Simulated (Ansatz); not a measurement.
hcp Zr, treated with PBE in Ansatz (plane waves, PAW).

Numerical settings: plane-wave cutoff 520 eV, 18×18×8 k mesh (along the axes of the cell as run), Fermi–Dirac smearing 0.1 eV, perturbation theory, scalar-relativistic PAW data made under PBE.

Computed at the level's own relaxed cell.

Zr is modelled in the hexagonal space group P6₃/mmc (No. 194), the hcp (Mg type) structure, Pearson symbol hP2. Lattice parameters: a = 3.2322 Å, b = 3.2322 Å, c = 5.1706 Å, α = 90.00°, β = 90.00°, γ = 120.00°. Zr on 2c is coordinated by 12 Zr at 3.188–3.232 Å (anticuboctahedral). (Neighbours: up to the widest gap in distance over summed covalent radii, below 1.35, at either atom.)

Harmonic phonon frequencies (cm⁻¹; i marks an imaginary mode):

```csv
q point,frequencies
Γ,___
M,70 77 149 155 165 172
K,122 122 137 137 143 196
```

Problem. Some entries are withheld; supply them.

Solution. 
- Γ, frequencies: 0 0 0 71 71 153

No imaginary mode appears at these points.

Ansatz is a quantum-chemistry and plane-wave program.
